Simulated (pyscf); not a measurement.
SiH₂ [singlet] + H₂O → O=SiH₂ + H₂, a concerted two-bond exchange (singlet surface; H–O, H–O broken, O–Si, H–H formed). PySCF, gas phase, ωB97X-D3(BJ)/def2-SVP geometries. Energies in kcal/mol from the separated reactants.

Small-basis levels: PySCF, no dispersion term, spherical d functions. AM1 to PM7: differences of heats of formation from MOPAC, which are fitted to 298 K values and so differ in kind from electronic energies by zero-point and thermal terms. Cost: rough CPU time at the saddle relative to B3LYP/6-31G*, from one job on a shared machine.

```
level                      barrier  reaction energy        cost
----------------------  ----------  ---------------  ----------
HF/3-21G                      77.8             -4.8        0.07
HF/6-31G*                     87.4            -18.9        0.08
SVWN5/6-31G*            (withheld)            -34.3           1
BP86/6-31G*                   27.2            -34.8           1
PBE/6-31G*                    26.0            -34.7           1
B3LYP/STO-3G            (withheld)            -36.7         0.6
B3LYP/3-21G                   25.9            -30.6         0.8
B3LYP/LANL2DZ                 43.2            -14.9         0.8
B3LYP/6-31G*                  39.2            -32.1           1
PBE/def2-SVP                  25.7            -27.6           1
B3LYP/def2-SVP                39.0            -24.8           1
AM1                           43.8            -29.6  under 0.02
ωB97M-D3(BJ)/def2-TZVP  (withheld)            -26.6           –
```

**Question.** What belongs in the gaps?

**Answer.** 
- SVWN5/6-31G*, barrier: 16.0
- B3LYP/STO-3G, barrier: 30.9
- ωB97M-D3(BJ)/def2-TZVP, barrier: 52.9

Against the last row the barrier runs from -36.9 (SVWN5/6-31G*) to +34.5 kcal/mol (HF/6-31G*). ωB97M-D3(BJ)/def2-TZVP has limits of its own. On the reactant side the descent ends in an adduct with a O–Si contact, 19.8 kcal/mol under the separated species and 74.4 kcal/mol under the saddle at ωB97X-D3(BJ)/def2-TZVP. What is counted as formed (O–Si) is already present as a longer contact in the reactant adduct; forming that adduct is a step of its own. The same reactants have a lower exit, to HO–SiH: [singlet] + H₂ (barrier +1.4 kcal/mol at ωB97M-D3(BJ)/def2-TZVP, against +52.9 kcal/mol here). One saddle was located; it need not be the lowest between these sides. One closed-shell reference is unstable to symmetry breaking; treat the single-reference values with care.
